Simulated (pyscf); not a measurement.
Elementary routes open to `[OH][Zn][Cl]` + `[H][H]` in the gas phase (singlet surface):
A. `[OH][ZnH]` + `[ClH]` (Cl–Zn, H–H broken; H–Zn, Cl–H formed)
B. `[OH2]` + `[Cl][ZnH]` (O–Zn, H–H broken; H–O, H–Zn formed)

Structures and frequencies: ωB97X-D3(BJ)/def2-SVP in PySCF.

Question: Rank the routes by free-energy barrier at 900 K, lowest first, for ωB97M-D3(BJ)/def2-TZVP energies (ideal gas, 1 atm, RRHO with modes under 100 cm⁻¹ raised to 100, one conformer, R ln 2 for chiral ones without a mode under 150 cm⁻¹).

Answer: B (2.05 eV), A (2.61 eV)

Route B is the fastest of these, ahead of the next by 0.56 eV. The most stable products are those of B (ΔG = +0.05 eV), so kinetics and thermodynamics agree. At 298 K B is still the fastest. A: On the product side the descent ends in a complex, 0.20 eV under the separated species and 0.64 eV under the saddle at ωB97X-D3(BJ)/def2-TZVP. B: On the product side the descent ends in an adduct with a O–Zn contact (not fully relaxed), 0.56 eV under the separated species and 1.42 eV under the saddle at ωB97X-D3(BJ)/def2-TZVP. Only these routes are compared; each barrier is that of the saddle found, and lower ones may exist. Elements up to Kr have no core potential and no relativistic terms here.
